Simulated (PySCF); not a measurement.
## The first ionisation energy along the alkali metals

Calculated with PySCF 2.14 from differences of total energies of unrestricted determinants, without spin-orbit coupling. Values in eV. The last column holds reference values (NIST; (s) semi-empirical, (t) theoretical, else measured). Unmarked ones compare directly (S terms, centres of terms, or small fine structure); those marked * lie between the lowest fine-structure levels and include a spin-orbit shift.

```json
{"element": "Li (def2-QZVPPD, non-relativistic)", "configurations": "[He] 2s1 → 1s2", "MP2 (valence and next inner shell)": "5.366", "CCSD (valence and next inner shell)": "5.370", "CCSD(T) (valence and next inner shell)": "5.370", "PBE": "5.586", "PBE0": "5.568", "r2SCAN": "5.391", "reference": "5.392"}
{"element": "K (def2-QZVPPD, non-relativistic)", "configurations": "[Ar] 4s1 → [Ar]", "MP2 (valence and next inner shell)": "4.279", "CCSD (valence and next inner shell)": "4.277", "CCSD(T) (valence and next inner shell)": "4.298", "PBE": "4.445", "PBE0": "4.374", "r2SCAN": "4.244", "reference": "4.341"}
{"element": "Rb (def2-QZVPPD with the def2 core potential (28 electrons), ECP)", "configurations": "[Kr] 5s1 → [Kr]", "MP2 (valence and next inner shell)": "4.103", "CCSD (valence and next inner shell)": "4.102", "CCSD(T) (valence and next inner shell)": "4.124", "PBE": "4.289", "PBE0": "4.207", "r2SCAN": "4.086", "reference": "4.177"}
{"element": "Cs (def2-QZVPPD with the def2 core potential (46 electrons), ECP)", "configurations": "[Xe] 6s1 → [Xe]", "MP2 (valence and next inner shell)": "3.836", "CCSD (valence and next inner shell)": "3.820", "CCSD(T) (valence and next inner shell)": "3.850", "PBE": "3.983", "PBE0": "3.903", "r2SCAN": "3.787", "reference": "3.894"}
```

Which of these methods has the smallest mean absolute error against the measured values here?

CCSD(T) (valence and next inner shell), with 0.041 eV.

| method | elements | mean error (eV) | mean absolute error (eV) | largest error (eV) |
| --- | --- | --- | --- | --- |
| MP2 (valence and next inner shell) | 4 | -0.055 | 0.055 | -0.074 |
| CCSD (valence and next inner shell) | 4 | -0.059 | 0.059 | -0.075 |
| CCSD(T) (valence and next inner shell) | 4 | -0.041 | 0.041 | -0.054 |
| PBE | 4 | 0.125 | 0.125 | 0.194 |
| PBE0 | 4 | 0.062 | 0.062 | 0.177 |
| r2SCAN | 4 | -0.074 | 0.074 | -0.107 |

Errors include the incompleteness of the basis and the frozen core.

"Valence" correlates the outer s and p shells and, in groups 3 to 12 and the f block, the outer d or f shell, open or full, or the next shell where the ion has no valence electron left; the wider scheme adds the next inner shell.
